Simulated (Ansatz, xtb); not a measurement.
**Relative energy of two isomers of C3H6S**

We compare a, `C/C=C/S`, a singlet, with b, `C=C(C)S`, a singlet. Both are isolated molecules in the gas phase, relaxed with PBE-D3(BJ)/def2-SVP; the shapes shown needn't be the lowest conformers.

a (Å):

| atom | x (Å) | y (Å) | z (Å) |
| --- | --- | --- | --- |
| C | -0.6799 | 0.9681 | 0.5897 |
| C | -0.1297 | -0.3837 | 0.2449 |
| C | -0.5748 | -1.1476 | -0.7756 |
| S | -0.0188 | -2.7424 | -1.2844 |
| H | -1.0801 | 0.9932 | 1.6269 |
| H | 0.1063 | 1.7531 | 0.5409 |
| H | -1.4982 | 1.2655 | -0.0961 |
| H | 0.6935 | -0.7635 | 0.8781 |
| H | -1.3959 | -0.7907 | -1.4224 |
| H | 0.9471 | -2.8893 | -0.3329 |

b (Å):

```csv
atom,x (Å),y (Å),z (Å)
C,-1.2785,-0.9311,1.1271
C,-0.2976,-0.3905,0.3727
C,-0.3151,-0.3545,-1.1305
S,1.1677,0.2394,1.1773
H,-1.2398,-0.9238,2.2266
H,-2.1440,-1.4120,0.6461
H,-0.2440,0.6901,-1.5041
H,0.5486,-0.9087,-1.5536
H,-1.2508,-0.7957,-1.5257
H,1.5275,1.1070,0.1896
```

**Question.** Estimate which is lower in electronic energy at CCSD(T)/def2-SVP + ΔMP2/def2-TZVPP, and by roughly how much.

**Answer.** CCSD(T)/def2-SVP + ΔMP2/def2-TZVPP gives E(b) − E(a) = −1.73 kcal/mol, slightly favouring structure b, which is too small a margin to settle the true order.

Level by level:

| level | geometry | E(b) − E(a) (kcal/mol) | departure from the last row (kcal/mol) | job, with rough time for the two |
| --- | --- | --- | --- | --- |
| GFN2-xTB | GFN2-xTB | +1.02 | +2.75 | optimisation, 0.33 s |
| HF/STO-3G | GFN2-xTB | +1.57 | +3.30 | single point, 0.56 s |
| r2SCAN-D4/def2-SVP | GFN2-xTB | −0.93 | +0.81 | single point, 5.2 s |
| PBE-D3(BJ)/def2-SVP | PBE-D3(BJ)/def2-SVP | −0.25 | +1.48 | optimisation, 55 s |
| HF/def2-SVP | PBE-D3(BJ)/def2-SVP | −0.61 | +1.12 | part of the CCSD(T) run |
| MP2/def2-SVP | PBE-D3(BJ)/def2-SVP | −1.30 | +0.43 | part of the CCSD(T) run |
| CCSD(T)/def2-SVP | PBE-D3(BJ)/def2-SVP | −1.17 | +0.56 | single point |
| CCSD(T)/def2-SVP + ΔMP2/def2-TZVPP | PBE-D3(BJ)/def2-SVP | −1.73 |  | single point, 36 s |

As drawn, both hold the same kinds of bond in the same numbers.

GFN2-xTB, HF/STO-3G put the two in the other order. PBE-D3(BJ)/def2-SVP finds them nearly level. The largest departure from CCSD(T)/def2-SVP + ΔMP2/def2-TZVPP is that of HF/STO-3G, 3.30 kcal/mol. The last row adds to CCSD(T) the change of the MP2 difference between the two basis sets, here −0.56 kcal/mol.

With harmonic frequencies from PBE-D3(BJ)/def2-SVP (ideal gas, rigid rotor, one conformer each, 298.15 K, 1 atm): on the last row, ΔE + ΔZPE = −1.82, ΔH = −1.87, ΔG = −1.85 kcal/mol.

The correlated steps freeze 8 core orbitals. Mirror images aren't counted in ΔG. Run with Ansatz 0.2.0, xtb 6.7.1; the last row on 2 threads of Intel(R) Xeon(R) Processor @ 2.50GHz (Skylake/Cascade Lake) on a shared host.
